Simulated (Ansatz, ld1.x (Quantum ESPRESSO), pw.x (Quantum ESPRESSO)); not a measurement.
## What a changed setting does to a pw.x run (sc Hf)

Potential: norm-conserving Troullier–Martins (Kleinman–Bylander form), ld1.x (Quantum ESPRESSO) 7.5, PBEsol; core [Xe] 4f14, reference 5d2 6s2 6p0; waves: 6s (bound): rc 2.70 bohr; 6p (bound, empty): rc 4.20 bohr; 5d (bound): rc 2.85 bohr; local part: all-electron potential smoothed inside 3.45 bohr (lloc = -1); core correction: a·sin(br)/r model core, default radius (core density twice the valence density).

The reference run (k-mesh 11³, cutoffs 50/200 Ry, Fermi–Dirac 0.01 Ry, mixing_beta 0.4, conv_thr 1e-9, no spin) gives 0.36 GPa at 23.762 Å³/atom, where all-electron LAPW gives -0.53 GPa. This run, with its own iteration cap, changes conv_thr to 1e-06.

```
&control
  calculation='scf', prefix='x', pseudo_dir='./', outdir='./tmp', tstress=.true., disk_io='none'
/
&system
  ibrav=0, nat=1, ntyp=1, ecutwfc=50, ecutrho=200, nbnd=9,
  occupations='smearing', smearing='fd', degauss=0.01
/
&electrons
  conv_thr=1e-06, mixing_beta=0.4, electron_maxstep=50
/
ATOMIC_SPECIES
Hf 1.0 Hf.UPF
CELL_PARAMETERS angstrom
  2.87493258 0.00000000 0.00000000
  0.00000000 2.87493258 0.00000000
  0.00000000 0.00000000 2.87493258
ATOMIC_POSITIONS crystal
Hf 0.0000 0.0000 0.0000
K_POINTS automatic
11 11 11 0 0 0
```

```bash
pw.x < Hf.scf.in > Hf.scf.out
```

Question: How does the run end?

Answer: It converges in 4 iterations; the free energy moves by +0.0 meV/atom and the pressure by -0.01 GPa. The result is that of the reference run.

```
Message from routine setup:
     using ibrav=0 with symmetry is DISCOURAGED, use correct ibrav instead
     lattice parameter (alat)  =       5.4328  a.u.
     unit-cell volume          =     160.3539 (a.u.)^3
     number of electrons       =         4.00
     number of Kohn-Sham states=            9
     kinetic-energy cutoff     =      50.0000  Ry
     charge density cutoff     =     200.0000  Ry
     scf convergence threshold =      1.0E-06
     Exchange-correlation= PBESOL
     number of k points=    56  Fermi-Dirac smearing, width (Ry)=  0.0100
     iteration #  1     ecut=    50.00 Ry     beta= 0.40
     total energy              =     -10.37997285 Ry
     estimated scf accuracy    <       0.00615994 Ry
     iteration #  2     ecut=    50.00 Ry     beta= 0.40
     total energy              =     -10.37980402 Ry
     estimated scf accuracy    <       0.00148675 Ry
     iteration #  3     ecut=    50.00 Ry     beta= 0.40
     total energy              =     -10.37993166 Ry
     estimated scf accuracy    <       0.00008966 Ry
     iteration #  4     ecut=    50.00 Ry     beta= 0.40
     the Fermi energy is     7.7436 ev
!    total energy              =     -10.37993456 Ry
     estimated scf accuracy    <       0.00000036 Ry
     smearing contrib. (-TS)   =      -0.00754331 Ry
     The total energy is F=E-TS. E is the sum of the following terms:
     one-electron contribution =       4.99248280 Ry
     hartree contribution      =       0.05191857 Ry
     xc contribution           =      -7.06079463 Ry
     ewald contribution        =      -8.35599799 Ry
     convergence has been achieved in   4 iterations
          total   stress  (Ry/bohr**3)                   (kbar)     P=        3.49
     Message from routine punch:
     Nothing written, as per user request (disk_io='none')
```

The run took about 2.5 s on one core of a shared host (Neoverse-V1, 64 threads, 503 GiB, load 28).
